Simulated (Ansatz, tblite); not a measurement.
# The cluster Na2Cl2: one state, many levels

One table from this session's results is given with a row withheld; the runs are named, their logs left out.

The runs use Ansatz 0.2.0, Gaussian basis; as each input shows.

Plan: GFN1-xTB, GFN2-xTB, PBE-D4/def2-TZVP, r2SCAN-D4/def2-TZVP, B3LYP-D4/def2-TZVP, HSE06-D4/def2-TZVP, B97M-V/def2-TZVP, LC-ωPBE/def2-TZVP, B2PLYP/def2-TZVP, PBE-D4/def2-SVP, PBE0-D4/def2-SVP, HF/STO-3G, PBE0-D4/def2-TZVPD, PBE-D4/def2-TZVPD, r2SCAN-D4/def2-TZVPD, CCSD(T)/def2-TZVPP, MP2/def2-TZVP, RPA/def2-TZVP.

1 further run of the same task is left out (set aside as unsound or not needed). Runs told in other sessions of the task aren't counted.

## The structure

The singlet was relaxed beforehand with PBE0-D4/def2-TZVP. At that level it is the lowest of the isomers that a small search found.

4 atoms, charge 0, spin multiplicity 1.

Bond lengths: Na1–Cl3 2.531 Å, Na1–Cl4 2.532 Å, Na2–Cl3 2.532 Å, Na2–Cl4 2.531 Å. Angles: Cl3–Na1–Cl4 101.9°, Cl3–Na2–Cl4 101.9°, Na1–Cl3–Na2 78.1°, Na1–Cl4–Na2 78.1°.

As a file:

```xyz
4
Cl2Na2
Na    0.01931    1.45048   -0.66265
Na   -0.01924   -1.45035    0.66316
Cl    1.92702    0.14027    0.36158
Cl   -1.92710   -0.14041   -0.36210
```

PBE0-D4/def2-TZVP was run before; its log isn't repeated, and its numbers join the tables.

The first run:

Tight binding, by tblite at 300 K electronic temperature and without a spin-polarisation term:

```python
tblite.interface.Calculator('GFN1-xTB', numbers, positions, charge=0, uhf=0).singlepoint()
```

Tight binding, by tblite at 300 K electronic temperature and without a spin-polarisation term:

```python
tblite.interface.Calculator('GFN2-xTB', numbers, positions, charge=0, uhf=0).singlepoint()
```

start.molden holds the orbitals of an earlier run on this state, given as this run's starting guess.

File in.yaml:

```yaml
crystal:
  periodic: [false, false, false]
  atoms:
    - {symbol: Na, position_ang: [0.019315, 1.450480, -0.662655]}
    - {symbol: Na, position_ang: [-0.019239, -1.450349, 0.663162]}
    - {symbol: Cl, position_ang: [1.927021, 0.140274, 0.361578]}
    - {symbol: Cl, position_ang: [-1.927096, -0.140405, -0.362095]}
basis:
  gaussian: {orbitals: def2-TZVP, initial_orbitals: start.molden}
hamiltonian: {xc: pbe, dispersion: d4}
scf: {omitted_lower_state_checks: [starts]}
output: {orbitals: {seedname: orbitals}}
```

The run is started by

```bash
$ ansatz run in.yaml --threads 4 --pin off --events-out ev --progress --plain --max-ram 3916MiB
```

Steps of the session up to this table: PBE-D4/def2-TZVP; r2SCAN-D4/def2-TZVP; B3LYP-D4/def2-TZVP; HSE06-D4/def2-TZVP; B97M-V/def2-TZVP; LC-ωPBE/def2-TZVP; B2PLYP/def2-TZVP; PBE-D4/def2-SVP; PBE0-D4/def2-SVP; HF/STO-3G; PBE0-D4/def2-TZVPD; PBE-D4/def2-TZVPD; r2SCAN-D4/def2-TZVPD; CCSD(T)/def2-TZVPP; MP2/def2-TZVP; RPA/def2-TZVP.

One of the session's tables, all rows but one given; the rest of the session is left out.

It belongs to the step «Levels side by side». 

| level | HOMO (eV) | LUMO (eV) | gap (eV) |
| --- | --- | --- | --- |
| HF/STO-3G | -6.84 | 11.86 | 18.70 |
| PBE-D4/def2-SVP | -5.69 | -1.46 | 4.23 |
| PBE-D4/def2-TZVP | -6.01 | -1.54 | 4.47 |
| PBE-D4/def2-TZVPD | -6.07 | -1.55 | 4.52 |
| r2SCAN-D4/def2-TZVP | -6.33 | -0.86 | 5.47 |
| r2SCAN-D4/def2-TZVPD | -6.36 | -0.87 | 5.49 |
| B97M-V/def2-TZVP | ? | ? | ? |
| B3LYP-D4/def2-TZVP | -7.10 | -1.26 | 5.83 |
| PBE0-D4/def2-SVP | -7.06 | -0.90 | 6.16 |
| PBE0-D4/def2-TZVP | -7.36 | -0.98 | 6.39 |
| PBE0-D4/def2-TZVPD | -7.40 | -0.98 | 6.42 |
| HSE06-D4/def2-TZVP | -6.96 | -1.27 | 5.69 |
| LC-ωPBE/def2-TZVP | -10.18 | 0.22 | 10.40 |

**Question.** Estimate the row for B97M-V/def2-TZVP.

The run gave: HOMO (eV): -6.36; LUMO (eV): -1.34; gap (eV): 5.02.
